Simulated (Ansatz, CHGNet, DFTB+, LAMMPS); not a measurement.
Equilibrium volume per atom of hcp Ru: levels of theory against measurement

Reference value: 13.45 Å³/atom (measured, copied from a table, unchecked, extrapolated to 0 K and zero-point effects removed; as tabulated in Lejaeghere et al. (2013), arXiv:1204.2733).

| level (code) | value (Å³/atom) | error (%) |
|---|---|---|
| Lennard-Jones uff-vdw (LAMMPS) | 16.88 | +26 |
| GFN1-xTB as cut by DFTB+ | 14.24 | +5.9 |
| CHGNet 0.3.0 | 13.96 | +3.8 |
| LDA (Ansatz) | 13.09 | -2.7 |
| PBE (Ansatz) | 13.77 | +2.4 |
| revPBE (Ansatz) | 13.91 | +3.4 |
| RPBE (Ansatz) | 13.97 | +3.9 |
| PBE-D4 (Ansatz) | 13.52 | +0.5 |
| PBEsol-D3(BJ) (Ansatz) | 13.04 | -3.0 |
| rVV10 (Ansatz) | 14.13 | +5.1 |
| r²SCAN (Ansatz) | 13.49 | +0.3 |
| r²SCAN+rVV10 (Ansatz) | 13.39 | -0.4 |

Leaving aside Lennard-Jones uff-vdw (doubt noted below): Once the reference is moved by up to 2.0 % (a margin picked here for doubts on the reference and the settings) and values within 0.3 % count as equal, the nearest can be r²SCAN (+0.3 %), r²SCAN+rVV10 (-0.4 %), PBE-D4 (+0.5 %), PBE (+2.4 %) or LDA (-2.7 %). By the same margin the farthest can be GFN1-xTB as cut by DFTB+ (+5.9 %) or PBEsol-D3(BJ) (-3.0 %).

Lennard-Jones uff-vdw: this is a force field's van der Waals term alone, without bonds or charges. GFN1-xTB as cut by DFTB+: the method was fitted mainly to molecules. GFN1-xTB as cut by DFTB+: codes differ in how they cut the long-range tail of xTB's charge interaction in a crystal, so the value belongs to this code. Cutoffs differ between the levels. Ansatz's density-functional and Hartree–Fock values are scalar-relativistic unless marked +SOC, with PAW data made under PBE.

Machine-learned potentials (CHGNet 0.3.0) are trained on DFT data: a solid inside that data is no test of them.

Differences are worked out from the printed values.

Ansatz is an electronic-structure program.
